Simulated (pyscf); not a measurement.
H₃C–SnH₃ (SMILES [CH3][SnH3]) + H₂S (SMILES S) → CH₄ (SMILES C) + HS–SnH₃ (SMILES [SH][SnH3]) (four-centre exchange; singlet surface; C–Sn, H–S broken, C–H, S–Sn formed). Optimised with ωB97X-D3(BJ)/def2-SVP in PySCF. Energies in eV from the separated reactants.

| level | barrier | reaction energy |
|---|---|---|
| PBE/def2-TZVP | 1.59 | -0.88 |
| r²SCAN/def2-TZVP | 1.65 | -0.91 |
| PBE0-D3(BJ)/def2-TZVP | 1.68 | -0.89 |
| M06-2X/def2-TZVP | ? | ? |
| ωB97M-D3(BJ)/def2-TZVP | ? | -0.85 |
| HF/def2-TZVP | 2.73 | -0.93 |

Question: Complete the blanks.

Answer: 
- M06-2X/def2-TZVP, barrier: 1.74
- M06-2X/def2-TZVP, reaction energy: -0.92
- ωB97M-D3(BJ)/def2-TZVP, barrier: 1.94

The functionals in the table span 0.35 eV in this barrier, from PBE to ωB97M-D3(BJ)/def2-TZVP. One saddle was located; it need not be the lowest between these sides. Elements past Kr carry the def2 core potentials, without spin-orbit coupling.
